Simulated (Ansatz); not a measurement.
Relaxation of BCl$_{2}$H$_{3}$ (6 atoms, charge 0, multiplicity 1), to a largest force component of 0.03 eV/Å in at most 50 steps.

Method: Ansatz, RKS B3LYP-D4/def2-SVP.

```xyz
6
Properties=species:S:1:pos:R:3:forces:R:3
B 0.152 0.569 -0.365 0.10 1.24 0.17
H 0.095 -0.253 1.886 0.07 -1.79 0.02
Cl 1.584 -0.299 -0.839 0.00 0.00 0.00
H -0.930 0.072 -0.462 -0.01 -0.01 0.00
Cl 0.274 2.303 0.171 -0.06 -0.96 -0.55
H 0.064 0.460 1.963 -0.10 1.52 0.37
```

Where does it end, and by what steps?

It converged. After 8 steps the energy has fallen by 0.214 eV; H6 moved furthest, 0.54 Å.

| step | energy less start (eV) | largest force component (eV/Å) | accepted |
| --- | --- | --- | --- |
| 0 | 0.0000 | 1.792 | yes |
| 1 | -0.1529 | 0.808 | yes |
| 2 | -0.1894 | 0.545 | yes |
| 3 | -0.2012 | 0.315 | yes |
| 4 | -0.2110 | 0.170 | yes |
| 5 | -0.2115 | 0.125 | yes |
| 6 | -0.2122 | 0.122 | yes |
| 7 | -0.2141 | 0.104 | yes |
| 8 | -0.2144 | 0.004 | yes |

```xyz
6
Properties=species:S:1:pos:R:3
B 0.148 0.702 -0.626
H 0.201 -0.447 2.354
Cl 1.573 -0.260 -0.937
H -0.937 0.209 -0.741
Cl 0.289 2.380 -0.157
H -0.036 0.268 2.462
```

Whether the end is a true minimum wasn't checked by a vibrational analysis.

Time of the run: 20 s on 1 thread of Arm Neoverse V1 (shared host), peak memory 0.12 GiB.
